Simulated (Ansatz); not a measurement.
# H6Si2: the cost of one run

All numbers below are computed with Ansatz 0.2.0 (RKS PBE/def2-SVP).

### Step 1. The starting structure

Bond lengths: Si1–Si2 2.420 Å, Si2–H3 1.460 Å, Si2–H4 1.460 Å, Si2–H5 1.460 Å, Si1–H6 1.660 Å, Si1–H7 1.459 Å, Si1–H8 1.459 Å. Angles: Si1–Si2–H3 78.1°, Si1–Si2–H4 130.9°, Si1–Si2–H5 113.2°, H3–Si2–H4 109.4°, H3–Si2–H5 109.4°, H4–Si2–H5 109.4°, Si2–Si1–H6 55.0°, Si2–Si1–H7 122.4°, Si2–Si1–H8 122.4°, H6–Si1–H7 118.9°, H6–Si1–H8 118.9°, H7–Si1–H8 109.5°.

Structure file:

```xyz
8

Si    0.0000    0.0000    0.0000
Si    1.3097    0.0000    2.0349
H    -0.0051   -0.4067    2.5222
H     2.3193   -0.9353    2.5222
H     1.6149    1.3420    2.5222
H     1.6588    0.0000    0.0648
H    -0.6877    1.1914   -0.4862
H    -0.6877   -1.1914   -0.4862
```

### Step 2. Pulling towards end A

Springs on the bonds that form and break draw the guess towards this end; the thresholds are loose.

File input.yaml:

```yaml
crystal:
  periodic: [false, false, false]
  atoms:
    - { symbol: Si, position_ang: [0.0, 0.0, 0.0] }
    - { symbol: Si, position_ang: [1.3097, 0.0, 2.0349] }
    - { symbol: H, position_ang: [-0.0051, -0.4067, 2.5222] }
    - { symbol: H, position_ang: [2.3193, -0.9353, 2.5222] }
    - { symbol: H, position_ang: [1.6149, 1.342, 2.5222] }
    - { symbol: H, position_ang: [1.6588, 0.0, 0.0648] }
    - { symbol: H, position_ang: [-0.6877, 1.1914, -0.4862] }
    - { symbol: H, position_ang: [-0.6877, -1.1914, -0.4862] }
basis:
  gaussian: { orbitals: def2-SVP }
hamiltonian:
  xc: pbe
relax:
  f_tol: 0.15
  max_steps: 25
  restrain:
    - { distance: [1, 5], at: 2.66, k: 30.0 }
    - { distance: [0, 1], at: 2.22, k: 30.0 }
    - { distance: [0, 5], at: 1.46, k: 30.0 }
output:
  orbitals: {}
```

Started as:

```bash
> ansatz run input.yaml --threads 1 --pin off --max-ram 2048MiB --backend cpu --events-out ev --progress --plain --runs-dir out
```

What time and memory should one allow on 1 thread of AMD EPYC 7R43 (Zen 3), shared host?

About 10 s, with a peak of 0.13 GiB.
